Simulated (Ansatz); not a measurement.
What does this script print? It uses Ansatz 0.2.0 through its Python package.

`x2c_nas.py`:
```python
"""NaS(+) with and without the spin-free two-component Hamiltonian."""

import ansatz as az
import numpy as np

XC = "pbe0"
CHARGE = 1

nas = (
    az.Crystal.molecule()
    .atom("Na", (0.0, 0.0, 0.0))
    .atom("S", (0.0, 0.0, 2.66))
)

calculation = (
    nas.calculation()
    .functional(XC)
    .charge(CHARGE)
    .spin("collinear", total=2)
    .forces()
)
# a set contracted for a scalar-relativistic Hamiltonian goes with the relativistic run
sets = {"none": "cc-pVTZ", "scalar": "cc-pVTZ-DK"}
found = {kind: calculation.basis(gaussian=basis).pseudopotentials(relativity=kind).run(threads=1, backend="cpu").report for kind, basis in sets.items()}
for kind, each in found.items():
    dipole = 4.803205 * np.linalg.norm(each["charge_distribution"]["dipole_moment_e_ang"])
    print(f"{kind:7s} E = {each['free_energy_ev']:.4f} eV  dipole {dipole:.3f} D  largest force component {np.abs(each['forces_ev_ang']).max():.4f} eV/A")
print(f"relativity lowers the total energy by {found['none']['free_energy_ev'] - found['scalar']['free_energy_ev']:.3f} eV")
```

Running `python x2c_nas.py` prints:
```text
none    E = -15237.9918 eV  dipole 5.780 D  largest force component 0.4631 eV/A
scalar  E = -15273.3898 eV  dipole 5.770 D  largest force component 0.4593 eV/A
relativity lowers the total energy by 35.398 eV
```

Caveats:
- Total energies depend on the basis set; only differences at equal settings carry meaning.
- The geometry is a force-field or estimated start, not a minimum of this method. The basis set changes with the Hamiltonian (a set recontracted for scalar relativity), and most of the change in the total lies in the cores.
- The species is open-shell (spin multiplicity 3).
- An ion's dipole depends on the origin; the program takes it about the centre of nuclear charge.
- The spin state was assumed, and another may lie lower.
- The whole script took 12 s on 1 thread of Arm Neoverse N1 (shared host), peak memory 0.21 GiB.
